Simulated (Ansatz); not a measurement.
## What a trial cell of Al2Co relaxes into

All numbers below come from DFT PBE, scalar-relativistic, plane waves, PAW (Ansatz).

The start puts Al2Co on the anatase structure type (I4_1/amd, No. 141), with Co in place of Ti, Al in place of O, at a guessed volume.

Input of the last, converged step (default PAW datasets):

```yaml
crystal:
  lattice:
    - [-2.3380987789, 2.3380987789, 4.2232341814]
    - [2.3380987789, -2.3380987789, 4.2232341814]
    - [2.3380987789, 2.3380987789, -4.2232341814]
  atoms:
    - { symbol: Al, position: [0.2804705744, 0.2804705744, 0.0] }
    - { symbol: Al, position: [0.0304705744, 0.5304705744, 0.5] }
    - { symbol: Al, position: [0.4695294256, 0.9695294256, 0.5] }
    - { symbol: Al, position: [0.7195294256, 0.7195294256, 0.0] }
    - { symbol: Co, position: [0.0, 0.0, 0.0] }
    - { symbol: Co, position: [0.75, 0.25, 0.5] }
basis:
  ecutwfc: 420
kpoints:
  mp_grid: { grid: [12, 12, 12] }
hamiltonian:
  xc: pbe
scf:
  occupations: { method: gaussian, width: 0.1 }
output:
  forces: true
  stress: true
  eigenvalues: true
relax:
  adjacent_minimum: "off"
  f_tol: 0.01
  max_steps: 80
  cell: { stress_tol: 0.05 }
```

Launched as:

```bash
ansatz run input.yaml --threads 1 --pin off --max-ram 2560MiB --backend cpu --events-out ev --progress --plain --runs-dir out
```

End of the output:

```
SCF converged after 6 iterations
Free energy (F): -12401.824868 eV
Harris-Foulkes:  -12401.824868 eV  (|F-HF|=7.28e-12)
Internal energy: -12401.796031 eV  (E = F + TS)
E sigma→0 (E₀):  -12401.810449 eV
Entropy (-TS):   -0.028837 eV (-4.806 meV/atom)
Fermi energy:    9.550151 eV
--- Per-component energies (eV) ---
  E_band       = -716.868275
  E_kinetic    = 1006.840927
  E_local      = -9128.375920  (includes V_loc(G=0)·N_el)
  E_nonlocal   = 960.912113
  E_hartree    = 3990.324501
  E_xc         = -476.271148
  E_vxc        = -525.196911  (∫ρ·V_xc dr)
  E_paw        = -4910.162187  (= ΣΔE_a)
  E_vpaw       = -1011.697364  (= ΣTr[D̂ρ^β])
  E_aug_tail   = 0.000148  (compensation charges beyond the density's cutoff)
  E_ewald      = -3845.064464
  E_smearing   = -0.028837  (= −TS)
  E_closure    =  0.000000  (closes the sum)
  Σ components = -12401.824868   (vs F -12401.824868, Δ=0.00e0)
--- Forces (eV/Å), atoms counted from 1 ---
  atom   1  Al     0.00000000     0.00000000     0.00040581
  atom   2  Al     0.00000000     0.00000000     0.00040581
  atom   3  Al     0.00000000     0.00000000    -0.00040581
  atom   4  Al     0.00000000     0.00000000    -0.00040581
  atom   5  Co     0.00000000     0.00000000     0.00000000
  atom   6  Co     0.00000000     0.00000000     0.00000000
  max |Σ_I F_I| component: 4.34e-18 eV/Å
--- Stress (GPa, compression-positive) ---
        0.001960       0.000000       0.000000
        0.000000       0.001960       0.000000
        0.000000       0.000000       0.011117
  P = ⅓ Tr σ = 0.0050 GPa (0.050 kbar)
--- Relaxed structure (5 steps of the walk, 5 accepted, 1 SCFs on fresh bases) ---
  F+E_penalty+E_count = -12401.82486795 eV   max|allowed force component| = 4.058e-4 eV/Å   (the final SCF, on the basis selected at the relaxed cell)
  cell:  # Å, volume = 92.8165 Å³
    - [-2.333977, 2.333977, 4.259632]
    - [2.333977, -2.333977, 4.259632]
    - [2.333977, 2.333977, -4.259632]
  atoms:
    - { symbol: Al, position: [0.278138, 0.278138, 0.000000] }
    - { symbol: Al, position: [0.028138, 0.528138, 0.5] }
    - { symbol: Al, position: [0.471862, 0.971862, 0.5] }
    - { symbol: Al, position: [0.721862, 0.721862, 0.000000] }
    - { symbol: Co, position: [0.000000, 0.000000, 0.000000] }
    - { symbol: Co, position: [0.75, 0.25, 0.5] }
```

Absolute energies hang on the potentials; compare differences alone.

The result has space group I4_1/amd (No. 141). Around Al lie 3 Co at 2.35–2.37 Å; Co has 6 Al at 2.35–2.37 Å.

Against the elements it lies at 0.08 eV/atom. Energies over the elements count from the elements' standard structures at the same level, with no empirical corrections.

The k mesh leaves about 4 meV/atom of noise in metals.

Symmetry constrained the relaxation, so the result can be a saddle point.